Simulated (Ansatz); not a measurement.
# Relative stability

Two relaxed structures of CHMgO (charge +1), closed shell (PBE0-D4/def2-TZVP; forces vanish, vibrations not checked).

A:

O1  (0.472, -0.154, 2.052)
C2  (0.498, -0.619, 0.980)
Mg3  (-0.434, 0.582, -0.706)
H4  (0.942, -1.603, 0.717)
(Å)

B:

```tsv
atom	x (Å)	y (Å)	z (Å)
O1	0.3557	-0.2936	1.0931
C2	0.6992	-0.5723	2.1437
Mg3	-0.2799	0.2271	-0.8560
H4	-0.7749	0.6388	-2.3807
```

Ansatz 0.2.0; basis: def2-TZVPP; cores frozen in the correlated methods. The outer core shell of Li, Na, Mg and K is correlated. The def2 sets are not built for correlating such inner shells, so the correlated values are less sure here. B3LYP uses VWN-RPA correlation.

Q: Which structure is lower at CCSD(T), and by how much? (An estimate is asked for; the value comes from the calculation.)

A: Computed: B, by 0.564 eV (electronic energy, against the other). By their contacts, A is CHMgO ([O][CH][Mg]), total charge +1 and B is CHMgO ([C][O][MgH]), total charge +1.

Q: Do the other methods give the same order? (Judge from chemistry; the calculation decides.)

A: Computed: Not all: PBE-D4 gives the other order.

```tsv
method	E(B) − E(A) (eV)
PBE-D4	0.181
r2SCAN-D4	-0.152
PBE0-D4	-0.165
B3LYP-D4	-0.245
wB97M-V	-0.643
HF	-1.506
MP2	-0.466
CCSD	-0.757
CCSD(T)	-0.564
```

T1 diagnostic: at most 0.027. The T1 diagnostic is large here, which may signal multireference character or strong orbital relaxation, so CCSD(T) is less sure. The restricted Hartree–Fock reference is unstable towards an unrestricted one at one or more of these structures. A large double-excitation amplitude points to some diradical character; no triplet was computed.

Labels in which every atom is bracketed show which atoms are joined, not bond orders.

For scale, one of the runs: CCSD(T)/def2-TZVPP, 108 basis functions, launched by `ansatz run in.yaml --threads 2 --pin off --events-out ev --progress --plain --max-ram 4352MiB`. Hardware: 2 CPU threads of an Arm Neoverse V1, shared host. Wall time about 8 s.
